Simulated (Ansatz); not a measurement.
A made-up structure of BSiH4 (charge +1), closed shell:

B1  (-0.118, -1.063, -0.030)
Si2  (0.102, 0.915, 0.026)
H3  (0.952, -0.209, 0.200)
H4  (0.854, -1.747, 0.052)
H5  (0.309, 1.725, -1.194)
H6  (0.069, 1.683, 1.289)
(Å)

It is relaxed with PBE-D4/def2-SVP and then PBE0-D4/def2-TZVP (Ansatz 0.2.0). Atoms count as bonded within 1.22 times the sum of their covalent radii (H–H: 0.88 Å). The end point is not checked to be a true minimum.

(1) Does its bonding change? (A judgement: the text doesn't fix the answer.)

## Answers

(1) Computed: Yes. Formed: none; broken: Si2–H3.

Where it ends: The first stage lowers the energy by 1.83 eV in 14 steps. It ends as BSiH₄ ([BH2][SiH2]), total charge +1:
| atom | x (Å) | y (Å) | z (Å) |
| --- | --- | --- | --- |
| B1 | 0.7766 | -0.7683 | 0.0906 |
| Si2 | 0.0036 | 1.0655 | 0.0284 |
| H3 | 1.9530 | -0.8867 | 0.2364 |
| H4 | 0.0433 | -1.7006 | -0.0195 |
| H5 | -0.1512 | 1.8195 | -1.2344 |
| H6 | -0.4579 | 1.7741 | 1.2417 |

Labels in which every atom is bracketed show which atoms are joined, not bond orders.

For scale, one of the runs: PBE0-D4/def2-TZVP relaxation, 92 basis functions, launched by `ansatz run in.yaml --threads 2 --pin off --events-out ev --progress --plain --max-ram 4352MiB`. Hardware: 2 CPU threads of an Arm Neoverse V2, shared host. Wall time about 4.7 s.
